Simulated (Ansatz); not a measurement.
# H₃MgNS (SMILES [NH2][Mg][SH]): one structure at several levels

The task here is to estimate one member of a computed series from the others.

Method: single points in def2-TZVPP; program: Ansatz 0.2.0, Gaussian basis.

Correlated methods freeze the cores. The outer core shell of Li, Na, Mg and K is correlated.

## The system as given

SMILES `[NH2][Mg][SH]`, 6 atoms, charge 0, spin multiplicity 1.

Atoms are counted from 1 here; the program's logs count them from 0.

Bond lengths: N1–Mg2 1.904 Å, N1–H4 1.032 Å, N1–H5 1.030 Å, Mg2–S3 2.328 Å, S3–H6 1.334 Å. Angles: Mg2–N1–H4 116.4°, Mg2–N1–H5 118.0°, H4–N1–H5 106.6°, N1–Mg2–S3 177.5°, Mg2–S3–H6 90.9°.

Coordinates:

| atom | x (Å) | y (Å) | z (Å) |
| --- | --- | --- | --- |
| N1 | -1.2059 | 0.2437 | -1.0098 |
| Mg2 | -0.0826 | 0.0073 | 0.5090 |
| S3 | 1.3667 | -0.2324 | 2.3156 |
| H4 | -0.9872 | 1.0446 | -1.6220 |
| H5 | -1.3587 | -0.5658 | -1.6285 |
| H6 | 2.3689 | -0.5517 | 1.4955 |

Set-up of the first run:

The input, run/in.yaml:

```yaml
crystal:
  periodic: [false, false, false]
  atoms:
    - {symbol: N, position_ang: [-1.205900, 0.243700, -1.009800]}
    - {symbol: Mg, position_ang: [-0.082600, 0.007300, 0.509000]}
    - {symbol: S, position_ang: [1.366700, -0.232400, 2.315600]}
    - {symbol: H, position_ang: [-0.987200, 1.044600, -1.622000]}
    - {symbol: H, position_ang: [-1.358700, -0.565800, -1.628500]}
    - {symbol: H, position_ang: [2.368900, -0.551700, 1.495500]}
basis:
  gaussian: {orbitals: def2-TZVPP}
correlation: {method: ccsd_t}
output: {forces: true}
```

The command line of these runs was not kept.

Steps of the session up to this table: CCSD(T)/def2-TZVPP; PBE0-D4/def2-TZVPP; wB97M-V/def2-TZVPP; r2SCAN-D4/def2-TZVPP; PBE-D4/def2-TZVPP; SPW92/def2-TZVPP; LC-wPBE/def2-TZVPP.

One of the session's tables, all rows but one given; the rest of the session is left out.

```
   method  RMS force component (eV/Å)  angle to CCSD(T) forces (°)  dipole (D)
  CCSD(T)                       0.345                    reference        1.87
  PBE0-D4                       0.374                          4.3        1.89
  wB97M-V                       0.378                          4.0        1.89
r2SCAN-D4                       0.351                          4.7        1.90
   PBE-D4                       0.296                         30.1        1.80
    SPW92                       0.289                         39.7        1.88
  LC-wPBE                           ?                            ?           ?
```

Estimate the missing values for LC-wPBE.

**Answer.** RMS force component (eV/Å): 0.418; angle to CCSD(T) forces (°): 11.5; dipole (D): 2.08. In the column «RMS force component (eV/Å)» it is the highest.
